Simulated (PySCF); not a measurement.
Predicted microwave data (PySCF, PBE0-D3(BJ)/def2-SVP geometry optimisation, gas phase) for one isomer of C4H8FN:

| Item | Value |
| --- | --- |
| Rotational constants | A = 4715, B = 3059, C = 2270 MHz |
| Dipole components | \|μa\| = 0.69 D, \|μb\| = 0.51 D, \|μc\| = 1.18 D |
| Inertial defect | -49.80 u·Å² |
| κ | -0.36 |

Question: Which structure is it? (One computed conformer of each.)
A. `[H]/[N:3]=[C:2](\[CH3:1])[C@H:4]([CH3:5])[F:6]` with C1–C2–C4–C5 100°
B. `[CH3:1][C@@H:2]1[NH:3][CH2:4][C@@H:5]1[F:6]` with C1–C2–N3–C4 -97°, C2–N3–C4–C5 -18°, N3–C4–C5–F6 135°, C1–C2–C5–C4 100°
C. `[CH3:1]/[N:2]=[CH:3]/[CH2:4][CH2:5][F:6]` with N2–C3–C4–C5 -124°, C3–C4–C5–F6 -62°
D. `C[C@@H]1NC[C@H]1F`

Answer: A. It is [H]/N=C(\C)[C@H](C)F, an asymmetric top, point group C1. The candidates at the same level (rigid rotor, commonest isotopes):

| SMILES | A (MHz) | B (MHz) | C (MHz) | μa (D) | μb (D) | μc (D) | Δ (u·Å²) | point group | rotor |
| --- | --- | --- | --- | --- | --- | --- | --- | --- | --- |
| C[C@@H]1NC[C@@H]1F | 4663 | 3972 | 2574 | 0.89 | 0.15 | 0.41 | -39.32 | C1 | asymmetric top |
| C[C@@H]1NC[C@H]1F | 5268 | 3236 | 2336 | 1.74 | 0.13 | 1.83 | -35.76 | C1 | asymmetric top |
| C/N=C/CCF | 9787 | 1547 | 1424 | 0.11 | 0.28 | 0.10 | -23.37 | C1 | near-prolate asymmetric top |
| [H]/N=C(\C)[C@H](C)F | 4715 | 3059 | 2270 | 0.69 | 0.51 | 1.18 | -49.80 | C1 | asymmetric top |

`C[C@@H]1NC[C@H]1F` has A 12 % too high; `C[C@@H]1NC[C@@H]1F` has B 30 % too high; `C/N=C/CCF` has A 108 % too high. No structure here is proved a minimum.
